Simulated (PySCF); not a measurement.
**SiCl + 3 HCl → SiH₃ + 2 Cl₂**

Level: PBE0 in the def2-TZVP basis family, all electrons, no relativity, computed in PySCF with density fitting; open shells unrestricted.

```json
{"species": "SiCl", "state and structure": "doublet, C∞v, Si–Cl 2.067 Å", "E (Eh)": "-749.41045", "ZPE (kJ/mol)": "3.2", "H(298 K) − H(0) (kJ/mol)": "9.2", "S° (J/(mol K))": "232.8"}
{"species": "HCl", "state and structure": "singlet, C∞v, H–Cl 1.279 Å", "E (Eh)": "-460.66440", "ZPE (kJ/mol)": "17.9", "H(298 K) − H(0) (kJ/mol)": "8.7", "S° (J/(mol K))": "186.6"}
{"species": "SiH₃", "state and structure": "doublet, C3v, Si–H 1.486 Å (×3); H–Si–H 111.2° (×3)", "E (Eh)": "-291.10876", "ZPE (kJ/mol)": "55.6", "H(298 K) − H(0) (kJ/mol)": "10.4", "S° (J/(mol K))": "217.1"}
{"species": "Cl₂", "state and structure": "singlet, D∞h, Cl–Cl 1.982 Å", "E (Eh)": "-920.08940", "ZPE (kJ/mol)": "3.5", "H(298 K) − H(0) (kJ/mol)": "9.1", "S° (J/(mol K))": "222.5"}
```

(1) What is the electronic reaction energy?

(2) Add zero-point, thermal and entropy terms for 298.15 K and 1 bar.

Results:

(1) At PBE0/def2-TZVP, ΔE = 304.8 kJ/mol from the differences of the total energies times 2625.5, uphill. 

(2) ΔZPE = 5.7 and Δ[H(298) − H(0)] = -6.7 kJ/mol give ΔH° = 303.8 kJ/mol. ΔS° = -130.5 J/(mol K), so ΔG° = 303.8 − 298.15 × (-0.1305) = 343 kJ/mol.

The entropy of SiCl lacks the orbital degeneracy of a ²Π state, up to R ln 2. Each species is the lowest minimum found with this bonding; other isomers or fragments can lie lower.
